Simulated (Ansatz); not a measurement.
The input, for Ansatz 0.2.0:

```yaml
crystal:
  periodic: [false, false, false]
  atoms:
    - {symbol: C, position_ang: [0.000000, 0.000000, -1.300197]}
    - {symbol: C, position_ang: [0.000000, 0.000000, 0.160607]}
    - {symbol: N, position_ang: [0.000000, 0.000000, 1.338939]}
    - {symbol: H, position_ang: [0.000000, 1.024986, -1.675637]}
    - {symbol: H, position_ang: [0.887664, -0.512493, -1.675637]}
    - {symbol: H, position_ang: [-0.887664, -0.512493, -1.675637]}
basis:
  gaussian: {orbitals: cc-pVDZ}
correlation: {method: sc_nevpt2, electrons: outside_noble_gas, active_space: {window: {electrons: 8, orbitals: 8}}}
```

```sh
$ ansatz run in.yaml --threads 1 --pin off --events-out ev --progress --plain --max-ram 2880MiB --backend cpu
```

Problem. Roughly how long does this take on 1 thread of AMD EPYC 7R13, shared host, and how much host memory?

Solution. 7.5 s wall and 0.18 GiB.

```
530 factors; integrals over basis functions are off by at most 1.1e-3 eV
mean field evaluation 1: about -3587.6069 eV, gradient 3.0e1 eV
mean field evaluation 2: about -3587.6095 eV, gradient 3.0e1 eV
mean field evaluation 4: about -3590.0525 eV, gradient 3.7e0 eV
mean field evaluation 8: about -3590.1138 eV, gradient 8.1e-2 eV
mean field -3590.11385541 eV, -131.9342507199 hartree, gradient 2.7e-6 eV, S^2 0.000000; 0 other end points of the search recorded, 0 dependent functions left out
reference -3590.11385541 eV, -131.9342507199 hartree; 11, 11 occupied and 46, 46 virtual orbitals, 530 factors
state -3593.88208647 eV, -132.0727306571 hartree
state -3593.88208647 eV, -132.0727306571 hartree; corrected -3601.19435665 eV, -132.3414516296 hartree
Total energy: -3601.19435665 eV, -132.3414516296 hartree
```

Natural occupations: 1.9827 1.9799 1.9390 1.9386 0.0612 0.0608 0.0205 0.0171.

For the same geometry and basis RCCSDT(Q) lies 1648.8 meV lower.
